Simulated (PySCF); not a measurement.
Species: C4H10N (doublet state).
Numbering: `[CH3:1][NH:2][C:3]([CH3:4])[CH3:5]` (hydrogens: H6, H7, H8 on C1; H9 on N2; H10, H11, H12 on C4; H13, H14, H15 on C5)

Structure used (GFN2-xTB), in Å, numbered top down from 1:
```
atom  x, y, z in Å
C1     1.9285    0.4359   -0.3954
N2     0.9314   -0.4947    0.0756
C3    -0.3915   -0.0638    0.2769
C4    -1.2762   -1.0232    1.0009
C5    -1.0018    0.8280   -0.7532
H6     1.6150    0.8460   -1.3537
H7     2.1067    1.2702    0.2982
H8     2.8653   -0.1019   -0.5389
H9     1.2620   -1.0543    0.8520
H10   -1.6481   -1.8254    0.3483
H11   -2.1443   -0.5022    1.4031
H12   -0.7452   -1.4945    1.8281
H13   -0.4712    1.7781   -0.8276
H14   -2.0338    1.0384   -0.4840
H15   -1.0013    0.3714   -1.7521
```

The hyperfine couplings belong to this conformer and change with its torsions.

Level of theory: UKS B3LYP, pcH-1 on C H N, non-relativistic, mean-field spin-orbit, GIAO (PySCF 2.14.0). Geometry: GFN2-xTB, one conformer, isolated molecule. A GFN2-xTB geometry isn't a minimum of the functional, and hyperfine couplings can be far from their values at a DFT geometry. No stability test was run, so a lower SCF solution isn't excluded.

Question: Break the g tensor into its mass correction, gauge correction and orbital-Zeeman/spin–orbit terms.

Answer: 
```tsv
Δg (ppm)	1	2	3
relativistic mass correction	-163	-163	-163
gauge correction	-4	34	39
orbital Zeeman/spin–orbit	-20	585	1006
total	-187	456	882
```

So g = 2.00213, 2.00278, 2.00320 and g_iso = 2.00270; the tensor is rhombic: the two nearest values differ by 40 % of g3 − g1. Axes: g2 points within 11° of the N2–C3 bond.

Question: Average each term over the three axes. Which is largest in size?

Answer: The orbital-Zeeman/spin–orbit term 524, the mass correction -163 and the gauge correction 23 ppm, for a total of 384 ppm. The orbital-Zeeman/spin–orbit term is the largest in size. The mass correction is the same along every axis, so the anisotropy comes from the other two: their spans along these axes are 43 (gauge) and 1027 ppm (orbital Zeeman/spin–orbit).

Question: What effective moment and Curie constant follow for a powder?

Answer: With the mean of g² = 4.0108 and S(S+1) = 0.75: μ_eff = √(⟨g²⟩S(S+1)) = 1.734 μB and χT = 0.12505·⟨g²⟩·S(S+1) = 0.376 cm³ K/mol (cgs; spin-Hamiltonian part alone).

Question: In a frozen sample, at which fields do the three g values resonate at 9.5, 34, 94 and 263 GHz (hyperfine left aside), and which band first spreads them over more than twice a line width of 1.0 mT?

Answer: 
```csv
band,GHz,B(g3) mT,B(g2) mT,B(g1) mT,spread mT
X,9.5,338.83,338.91,339.02,0.18
Q,34.0,1212.67,1212.93,1213.32,0.65
W,94.0,3352.68,3353.39,3354.47,1.79
J,263.0,9380.36,9382.36,9385.37,5.01
```

The spread grows in proportion to the frequency. J band is the first where it exceeds 2.0 mT.

The Mulliken spin populations are largest on C3 (+0.80), N2 (+0.13), H15 (+0.07) and H10 (+0.07). C3 is the only atom above +0.15. The angles at C3 add up to 351.9°, so it is slightly pyramidal.

The HOMO–LUMO gaps are 4.63 eV among the α and 6.77 eV among the β orbitals.
